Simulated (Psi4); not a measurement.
Psi4 input (wB97X-D/6-31G*):

```
memory 1500 MB

molecule {
0 1
C     0.89987723   -0.63980222    0.00820165
C     2.37731719   -0.24900855    0.01729122
C     0.00782472    0.58561474   -0.00172371
H     0.66398392   -1.24623472    0.88519130
H     0.67618002   -1.25155889   -0.86828578
H     3.01152601   -1.13632650    0.02439659
Cl   -1.74447778    0.13955873   -0.01255726
H     2.63841844    0.33933707   -0.86522713
H     2.62614223    0.34469621    0.89976719
H     0.15871891    1.20107121    0.88308760
H     0.17103800    1.19569335   -0.88807143
symmetry c1
no_reorient
no_com
}

set {
  basis 6-31G*
  reference rks
  scf_type pk
  dft_radial_points 99
  dft_spherical_points 590
  e_convergence 1e-8
  d_convergence 1e-7
  maxiter 150
}

e = energy('wb97x-d')
print_out(f'\nFINAL {e:.10f} DIPOLE {variable("CURRENT DIPOLE")[0]:.6f} {variable("CURRENT DIPOLE")[1]:.6f} {variable("CURRENT DIPOLE")[2]:.6f}\n')
```

Output:

```
   => Loading Basis Set <=

    Name: 6-31G*
    Role: ORBITAL
    Keyword: BASIS
    atoms 1-3       entry C          line   111 file 6-31gs.gbs
    atoms 4-6, 8-11 entry H          line    44 file 6-31gs.gbs
    atoms 7         entry CL         line   340 file 6-31gs.gbs

   => WB97X-D: Empirical Dispersion <=

    Chai and Head-Gordon Dispersion Correction
    Chai, J.-D.; Head-Gordon, M. (2010), J. Chem. Phys., 132: 6615-6620

        s6 =       1.000000

         ---------------------------------------------------------
                                   SCF
               by Justin Turney, Rob Parrish, Andy Simmonett
                          and Daniel G. A. Smith
                              RKS Reference
         ---------------------------------------------------------

  ==> Geometry <==

    Molecular point group: c1
    Full point group: C1

    Geometry (in Angstrom), charge = 0, multiplicity = 1:

       Center              X                  Y                   Z               Mass
    ------------   -----------------  -----------------  -----------------  -----------------
         C            0.899877230000    -0.639802220000     0.008201650000    12.000000000000
         C            2.377317190000    -0.249008550000     0.017291220000    12.000000000000
         C            0.007824720000     0.585614740000    -0.001723710000    12.000000000000
         H            0.663983920000    -1.246234720000     0.885191300000     1.007825032230
         H            0.676180020000    -1.251558890000    -0.868285780000     1.007825032230
         H            3.011526010000    -1.136326500000     0.024396590000     1.007825032230
         CL          -1.744477780000     0.139558730000    -0.012557260000    34.968852682000
         H            2.638418440000     0.339337070000    -0.865227130000     1.007825032230
         H            2.626142230000     0.344696210000     0.899767190000     1.007825032230
         H            0.158718910000     1.201071210000     0.883087600000     1.007825032230
         H            0.171038000000     1.195693350000    -0.888071430000     1.007825032230

  Running in c1 symmetry.

  Rotational constants: A =      0.86926  B =      0.07802  C =      0.07457 [cm^-1]
  Rotational constants: A =  26059.64782  B =   2338.97807  C =   2235.58645 [MHz]
  Nuclear repulsion =  158.273236387428682

  Charge       = 0
  Multiplicity = 1
  Electrons    = 42
  Nalpha       = 21
  Nbeta        = 21

  ==> Algorithm <==

  SCF Algorithm Type is PK.
  DIIS enabled.
  MOM disabled.
  Fractional occupation disabled.
  Guess Type is SAD.
  Energy threshold   = 1.00e-08
  Density threshold  = 1.00e-07
  Integral threshold = 1.00e-12

  ==> Primary Basis <==

  Basis Set: 6-31G*
    Blend: 6-31G*
    Number of shells: 40
    Number of basis functions: 78
    Number of Cartesian functions: 78
    Spherical Harmonics?: false
    Max angular momentum: 2

  ==> DFT Potential <==

   => LibXC <=

    Version 7.1.2
    S. Lehtola, C. Steigemann, M. J. T. Oliveira, and M. A. L. Marques,  SoftwareX 7, 1–5 (2018) (10.1016/j.softx.2017.11.002)

   => Composite Functional: WB97X-D <=

    wB97X-D Hyb-GGA Exchange-Correlation Functional

    J.-D. Chai and M. Head-Gordon,  Phys. Chem. Chem. Phys. 10, 6615–6620 (2008) (10.1039/B810189B)

    Deriv               =              1
    GGA                 =           TRUE
    Meta                =          FALSE

    Exchange Hybrid     =           TRUE
    MP2 Hybrid          =          FALSE

   => Exchange-Correlation Functionals <=

    1.0000   wB97X-D range-separated functional

   => Exact (HF) Exchange <=

    0.7780            HF,LR [omega = 0.2000]
    0.2220               HF

   => LibXC Density Thresholds  <==

    XC_HYB_GGA_XC_WB97X_D:  1.00E-14

   => Molecular Quadrature <=

    Radial Scheme          =       TREUTLER
    Pruning Scheme         =           NONE
    Nuclear Scheme         =       TREUTLER

    Blocking Scheme        =         OCTREE
    BS radius alpha        =              1
    Pruning alpha          =              1
    Radial Points          =             99
    Spherical Points       =            590
    Total Points           =         598556
    Total Blocks           =           4249
    Max Points             =            256
    Max Functions          =             76
    Weights Tolerance      =       1.00E-15

  ==> Integral Setup <==

  Using in-core PK algorithm.
   Calculation information:
      Number of atoms:                  11
      Number of AO shells:              40
      Number of primitives:            100
      Number of atomic orbitals:        78
      Number of basis functions:        78

      Integral cutoff                 1.00e-12
      Number of threads:                 1

  Performing in-core PK
  Using 14243463 doubles for integral storage.
  We computed 310193 shell quartets total.
  Whereas there are 336610 unique shell quartets.

  Computing range-separated integrals for PK
  We computed 310193 wK shell quartets total.
  Whereas there are 336610 wK unique shell quartets.

  ==> DiskJK: Disk-Based J/K Matrices <==

    J tasked:                  Yes
    K tasked:                  Yes
    wK tasked:                 Yes
    Omega:               2.000E-01
    Schwarz Cutoff:          1E-12


  Cached 50.0% of DFT collocation blocks in 0.570 [GiB].

  Minimum eigenvalue in the overlap matrix is 5.5069634770E-03.
  Reciprocal condition number of the overlap matrix is 7.8800933805E-04.
    Using symmetric orthogonalization.

  ==> Pre-Iterations <==

  SCF Guess: Superposition of Atomic Densities via on-the-fly atomic UHF (no occupation information).

   -------------------------
    Irrep   Nso     Nmo
   -------------------------
     A         78      78
   -------------------------
    Total      78      78
   -------------------------

  ==> Iterations <==

                        Total Energy        Delta E     RMS |[F,P]|

   @RKS iter SAD:  -578.08952664726064   -5.78090e+02   0.00000e+00
   @RKS iter   1:  -578.56313811556117   -4.73611e-01   6.12913e-03 ADIIS/DIIS
   @RKS iter   2:  -578.62425556251731   -6.11174e-02   4.54368e-03 ADIIS/DIIS
   @RKS iter   3:  -578.68550096321690   -6.12454e-02   4.06208e-04 ADIIS/DIIS
   @RKS iter   4:  -578.68606360996876   -5.62647e-04   1.55300e-04 ADIIS/DIIS
   @RKS iter   5:  -578.68614624137444   -8.26314e-05   4.67792e-05 DIIS
   @RKS iter   6:  -578.68615297299959   -6.73163e-06   9.86942e-06 DIIS
   @RKS iter   7:  -578.68615330684804   -3.33848e-07   1.87974e-06 DIIS
   @RKS iter   8:  -578.68615332002628   -1.31782e-08   3.71206e-07 DIIS
   @RKS iter   9:  -578.68615332066668   -6.40398e-10   1.18536e-07 DIIS
   @RKS iter  10:  -578.68615332072579   -5.91172e-11   3.48055e-08 DIIS
  Energy and wave function converged.

  ==> Post-Iterations <==

   Electrons on quadrature grid:
      Ntotal   =   41.9999955622 ; deviation = -4.438e-06

    Orbital Energies [Eh]
    ---------------------

    Doubly Occupied:

       1A   -101.695706     2A    -10.355525     3A    -10.307531
       4A    -10.297466     5A     -9.567462     6A     -7.315953
       7A     -7.306431     8A     -7.306338     9A     -0.954371
      10A     -0.875821    11A     -0.769373    12A     -0.695841
      13A     -0.577626    14A     -0.531378    15A     -0.512364
      16A     -0.500793    17A     -0.448932    18A     -0.440980
      19A     -0.430573    20A     -0.372392    21A     -0.371950

    Virtual:

      22A      0.108011    23A      0.177822    24A      0.208878
      25A      0.214180    26A      0.232283    27A      0.256810
      28A      0.257872    29A      0.268779    30A      0.294254
      31A      0.315859    32A      0.486665    33A      0.527038
      34A      0.551886    35A      0.557495    36A      0.594969
      37A      0.605320    38A      0.617412    39A      0.664142
      40A      0.678216    41A      0.746611    42A      0.779767
      43A      0.798939    44A      0.884000    45A      0.939260
      46A      0.963084    47A      0.964682    48A      0.988428
      49A      0.996784    50A      1.000999    51A      1.009073
      52A      1.030801    53A      1.063160    54A      1.093480
      55A      1.103988    56A      1.192119    57A      1.246998
      58A      1.471082    59A      1.546622    60A      1.591912
      61A      1.686969    62A      1.821796    63A      1.962505
      64A      2.003090    65A      2.041503    66A      2.097319
      67A      2.152656    68A      2.291039    69A      2.306734
      70A      2.411520    71A      2.464418    72A      2.483509
      73A      2.646556    74A      2.761288    75A      4.195762
      76A      4.322661    77A      4.409628    78A      4.547853

    Final Occupation by Irrep:
              A
    DOCC [    21 ]
    NA   [    21 ]
    NB   [    21 ]

  @RKS Final Energy:  -578.68615332072579

   => Energetics <=

    Nuclear Repulsion Energy =            158.2732363874286818
    One-Electron Energy =               -1107.8187388116741658
    Two-Electron Energy =                 404.2938200189756799
    DFT Exchange-Correlation Energy =     -33.4301759421086899
    Empirical Dispersion Energy =          -0.0042949733473633
    VV10 Nonlocal Energy =                  0.0000000000000000
    Total Energy =                       -578.6861533207257935

Computation Completed

Properties will be evaluated at   0.000000,   0.000000,   0.000000 [a0]

Properties computed using the SCF density matrix

 Multipole Moments:

 ------------------------------------------------------------------------------------
     Multipole            Electronic (a.u.)      Nuclear  (a.u.)        Total (a.u.)
 ------------------------------------------------------------------------------------

 L = 1.  Multiply by 2.5417464519 to convert [e a0] to [Debye]
 Dipole X            :          0.9363039            0.0000002            0.9363041
 Dipole Y            :          0.1157062           -0.0000001            0.1157061
 Dipole Z            :          0.0061613           -0.0000002            0.0061610
 Magnitude           :                                                    0.9434465

 ------------------------------------------------------------------------------------

FINAL -578.6861533207 DIPOLE 0.936304 0.115706 0.006161

*** Psi4 exiting successfully. Buy a developer a beer!
```
